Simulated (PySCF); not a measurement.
## How the functional moves excitation energies

C₄H₇F.
InChI=1S/C4H7F/c1-2-3-4-5/h2-3H,4H2,1H3/b3-2+

Linear-response calculations in the def2-SVPD basis (PySCF; singlets by full response, triplets Tamm–Dancoff, core orbitals frozen in the response; HF means time-dependent Hartree–Fock). 'Strongest' is the level of largest summed f among the singlets computed (10 roots, of which the last may lack a degenerate partner); it can jump between rows when another state enters that window. S1 is the lowest singlet of each run and needn't be the same state throughout; f(S1) is that of one state. One conformer (not necessarily the lowest) at the PBE0-D3(BJ)/def2-SVP geometry, without solvent, vibrations or thermal averaging.

```json
{"functional": "LDA", "kind": "LDA", "S1 (eV)": "6.31", "f(S1)": "0.001", "strongest (eV)": "6.89", "T1 (eV)": "4.66", "HOMO (eV)": "-6.19", "gap (eV)": "5.35", "ionisation energy, ΔSCF (eV)": "9.42"}
{"functional": "PBE", "kind": "GGA", "S1 (eV)": "6.25", "f(S1)": "0.000", "strongest (eV)": "6.94", "T1 (eV)": "4.43", "HOMO (eV)": "-6.06", "gap (eV)": "5.42", "ionisation energy, ΔSCF (eV)": "9.25"}
{"functional": "B3LYP", "kind": "global hybrid, 20% exact exchange", "S1 (eV)": "6.58", "f(S1)": "0.001", "strongest (eV)": "7.20", "T1 (eV)": "4.40", "HOMO (eV)": "-7.00", "gap (eV)": "7.13", "ionisation energy, ΔSCF (eV)": "9.40"}
{"functional": "PBE0", "kind": "global hybrid, 25% exact exchange", "S1 (eV)": "6.83", "f(S1)": "0.002", "strongest (eV)": "7.29", "T1 (eV)": "4.32", "HOMO (eV)": "-7.20", "gap (eV)": "7.59", "ionisation energy, ΔSCF (eV)": "9.36"}
{"functional": "BHandHLYP", "kind": "global hybrid, 50% exact exchange", "S1 (eV)": "7.05", "f(S1)": "0.004", "strongest (eV)": "7.40", "T1 (eV)": "4.25", "HOMO (eV)": "-8.20", "gap (eV)": "9.51", "ionisation energy, ΔSCF (eV)": "9.28"}
{"functional": "CAM-B3LYP", "kind": "range-separated hybrid", "S1 (eV)": "6.95", "f(S1)": "0.003", "strongest (eV)": "7.33", "T1 (eV)": "4.35", "HOMO (eV)": "-8.53", "gap (eV)": "10.00", "ionisation energy, ΔSCF (eV)": "9.47"}
{"functional": "wB97X-D", "kind": "range-separated hybrid", "S1 (eV)": "7.22", "f(S1)": "0.007", "strongest (eV)": "7.37", "T1 (eV)": "4.47", "HOMO (eV)": "-9.05", "gap (eV)": "11.26", "ionisation energy, ΔSCF (eV)": "9.40"}
{"functional": "LC-wPBE", "kind": "range-separated hybrid", "S1 (eV)": "7.50", "f(S1)": "0.501", "strongest (eV)": "7.50", "T1 (eV)": "4.22", "HOMO (eV)": "-9.91", "gap (eV)": "12.45", "ionisation energy, ΔSCF (eV)": "9.52"}
{"functional": "HF", "kind": "Hartree–Fock", "S1 (eV)": "7.52", "f(S1)": "0.550", "strongest (eV)": "7.52", "T1 (eV)": "3.75", "HOMO (eV)": "-9.67", "gap (eV)": "12.45", "ionisation energy, ΔSCF (eV)": "not settled"}
```

S1 runs from 6.25 eV (PBE) to 7.52 eV (HF), a spread of 1.26 eV, while the orbital gap spreads over 7.1 eV. Along PBE (0%), B3LYP (20%), PBE0 (25%), BHandHLYP (50%), HF (100%) S1 rises with the share of exact exchange. −ε(HOMO) comes closest to its own ΔSCF ionisation energy with wB97X-D (-0.36 eV) and misses most with LDA (-3.23 eV). 'Not settled' means that the ion's SCF failed to converge or may have ended in another state than the lowest.
